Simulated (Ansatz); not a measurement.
A calculation with Ansatz (development build ahead of 0.2.0).

```yaml
crystal:
  periodic: [false, false, false]
  atoms:
    - { symbol: C, position_ang: [0.0, 0.0, 0.0] }
    - { symbol: O, position_ang: [0.0, 0.0, 8.0] }
basis:
  gaussian: { orbitals: pcseg-2 }
total_charge: 1
magnetization:
  initial_magnetization: 1
hamiltonian:
  xc: pbe0
```

The input is written out in the form of the current development build from the run's settings.

Results

```yaml
Converged: yes
Total_energy: -112.29625 hartree
Spin_squared_of_the_determinant: 0.750
Stability_test: minimum among restricted orbitals
```

Caution: stretched shape with no unrestricted run beside it, a lower state can exist; charge can spread falsely over distant fragments.
